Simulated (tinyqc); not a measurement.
Inside a calculation. Method: UHF in the sto-3g basis, for BH, spin multiplicity 3. This run ends on a higher stationary point, not on the lowest solution. One step of it, computed by the program tinyqc.

Problem. Iteration 2: DIIS coefficients. Solve [B -1; -1 0][c; lambda] = [0; -1] for the coefficients, which sum to one.

B (overlaps of the stored error matrices):
```
[[4.3336507e-02, -3.9884572e-02],
 [-3.9884572e-02, 7.5808018e-02]]
```

Give: DIIS coefficients.

Solution.

DIIS coefficients: [0.582, 0.418]
